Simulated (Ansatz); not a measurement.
The input, for Ansatz 0.2.0:

```yaml
crystal:
  periodic: [false, false, false]
  atoms:
    - {symbol: B, position_ang: [0.000000, -0.273742, 1.499398]}
    - {symbol: C, position_ang: [0.000000, 0.159174, -1.241626]}
    - {symbol: H, position_ang: [0.000000, 0.536766, 2.375668]}
    - {symbol: H, position_ang: [0.000000, 1.152473, -1.694312]}
    - {symbol: H, position_ang: [0.000000, -0.649854, -1.968336]}
basis:
  gaussian: {orbitals: cc-pVDZ}
magnetization: {spin_polarized: true, initial_magnetization: 2}
correlation: {method: ccsd_t, electrons: outside_noble_gas}
output: {forces: true}
```

```sh
$ ansatz run in.yaml --threads 1 --pin off --events-out ev --progress --plain --max-ram 2393MiB
```

Output:

```
395 factors; integrals over basis functions are off by at most 1.4e-3 eV
mean field evaluation 1: about -1738.8329 eV, gradient 1.6e1 eV
mean field evaluation 2: about -1738.8331 eV, gradient 1.6e1 eV
mean field evaluation 4: about -1742.1835 eV, gradient 4.1e0 eV
mean field evaluation 8: about -1743.1229 eV, gradient 2.4e-1 eV
mean field evaluation 16: about -1738.8314 eV, gradient 1.6e1 eV
mean field evaluation 32: about -1741.5333 eV, gradient 2.6e-5 eV
mean field evaluation 64: about -1740.7574 eV, gradient 1.8e0 eV
mean field evaluation 96: about -1741.8411 eV, gradient 1.7e0 eV
mean field evaluation 128: about -1741.8880 eV, gradient 2.7e-1 eV
mean field evaluation 160: about -1740.5217 eV, gradient 4.6e0 eV
mean field evaluation 192: about -1741.4424 eV, gradient 8.7e-4 eV
mean field evaluation 224: about -1741.5333 eV, gradient 4.6e-4 eV
mean field evaluation 256: about -1742.5249 eV, gradient 2.9e-1 eV
mean field evaluation 288: about -1742.0387 eV, gradient 1.4e-2 eV
mean field -1743.12653759 eV, -64.0587187229 hartree, gradient 1.5e-6 eV, S^2 2.445608; 12 other end points of the search recorded, 0 dependent functions left out
determinant -1743.12653759 eV, -64.0587187229 hartree, with singles and doubles -1748.39436764 eV, -64.2523079064 hartree
determinant -1742.03898181 eV, -64.0187517852 hartree, with singles and doubles -1747.02674309 eV, -64.2020486311 hartree
determinant -1741.53325224 eV, -64.0001665661 hartree, with singles and doubles -1746.89087044 eV, -64.1970554035 hartree
determinant -1741.51858529 eV, -63.9996275658 hartree, with singles and doubles -1748.09526700 eV, -64.2413161609 hartree
determinant -1741.44237749 eV, -63.9968269807 hartree, with singles and doubles -1746.81132205 eV, -64.1941320539 hartree
determinant -1741.20532067 eV, -63.9881153031 hartree, with singles and doubles -1746.29974276 eV, -64.1753318621 hartree
determinant -1741.07391248 eV, -63.9832861412 hartree, with singles and doubles -1746.42994978 eV, -64.1801168817 hartree
determinant -1740.70566083 eV, -63.9697531428 hartree, with singles and doubles -1745.84622475 eV, -64.1586653825 hartree
determinant -1743.12653759 eV, -64.0587187229 hartree, with singles and doubles -1748.41656801 eV, -64.2531237549 hartree
determinant -1741.51858529 eV, -63.9996275658 hartree, with singles and doubles -1748.18491350 eV, -64.2446106090 hartree
2 core orbitals not correlated: weight in the atoms' cores, before any rotation towards them, 1.000 or more for the frozen orbitals, at most 0.000 for the correlated occupied ones
reference -1743.12653759 eV, -64.0587187229 hartree; 6, 4 occupied and 35, 37 virtual orbitals, 395 factors
second order -4.00761203 eV of doubles, -0.00000000 eV of singles
cycle   1  -5.29003235 eV  change   -1.9e-6 eV  update   5.1e-6
cycle   2  -5.29002976 eV  change    2.6e-6 eV  update   4.2e-6
cycle   3  -5.29002482 eV  change    4.9e-6 eV  update   2.5e-6
cycle   4  -5.29001881 eV  change    6.0e-6 eV  update   1.3e-6
cycle   5  -5.29001770 eV  change    1.1e-6 eV  update   7.7e-7
cycle   6  -5.29001674 eV  change    9.7e-7 eV  update   4.9e-7
cycle   7  -5.29001612 eV  change    6.1e-7 eV  update   2.3e-7
cycle   8  -5.29001582 eV  change    3.0e-7 eV  update   1.6e-7
perturbative correction -0.12762886 eV, -0.0046902740 hartree
the calculation of the forces begins
Total energy: -1748.54418227 eV, -64.2578134925 hartree
Atom 0 at     0.000000    -0.273742     1.499398 Å, force     0.000000    -0.784105    -1.869159 eV/Å
Atom 1 at     0.000000     0.159174    -1.241626 Å, force    -0.000000     0.137434     0.432415 eV/Å
Atom 2 at     0.000000     0.536766     2.375668 Å, force    -0.000000     0.868810     0.645216 eV/Å
Atom 3 at     0.000000     1.152473    -1.694312 Å, force     0.000000     0.730703     0.523048 eV/Å
Atom 4 at     0.000000    -0.649854    -1.968336 Å, force     0.000000    -0.952843     0.268480 eV/Å
Dipole moment:     0.000000     0.151215     0.139896 e Å
```

Forces (eV/Å):
```
B    0.000 -0.784 -1.869
C    0.000  0.137  0.432
H    0.000  0.869  0.645
H    0.000  0.731  0.523
H    0.000 -0.953  0.268
```

Ran on 1 thread of Arm Neoverse V2, shared host: 7.5 s wall, 0.14 GiB peak host memory.
